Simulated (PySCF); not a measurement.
Molecule: SMILES S=CC(C)(C)C, C5H10S.

Bonds (- single, = double, # triple, : aromatic): C1-C2, C2-C3, C2-C4, C2-C5, C5=S6. C1 carries H7, H8, H9; C3 carries H10, H11, H12; C4 carries H13, H14, H15; C5 carries H16.

Frames of a GFN2-xTB Langevin trajectory at 200 K; GIAO PBE0/pcSseg-1 shieldings in PySCF 2.14.0 with density-fitted response routines, gas phase, non-relativistic; equivalent atoms averaged within each frame.

Chemical shifts δ = σref − σ; ¹³C (σ = 186.93 ppm) and ¹H (σ = 31.72 ppm) vs TMS; ³³S (σ = 503.73 ppm) against CS2, all at this level. The references are static minima.

Question: How do the shifts (ppm) fluctuate along the trajectory?

Answer: 
```
         time (fs)     C5    C2  C1/C3/C4    S6    H16  H7/H8/H9/H10/H11/H12/H13/H14/H15
optimised geometry  278.6  53.2      29.2  1029  11.72                              1.23
               250  284.2  51.7      29.0  1037  11.71                              1.13
               425  282.5  52.7      30.3  1079  12.18                              1.29
               625  289.8  53.1      29.6  1087  12.03                              1.58
               800  278.2  59.9      29.9  1001  11.88                              1.35
              1000  276.8  49.4      27.5   985  11.95                              1.02
    mean of frames  282.3  53.4      29.3  1038  11.95                              1.28
standard deviation    5.2   3.9       1.1    46   0.17                              0.22
```

5 frames give an uncertainty of the mean of about the standard deviation over 2.2 at best, since frames this close in time may not be independent; classical motion lacks zero-point vibration, and the reference would need the same averaging.
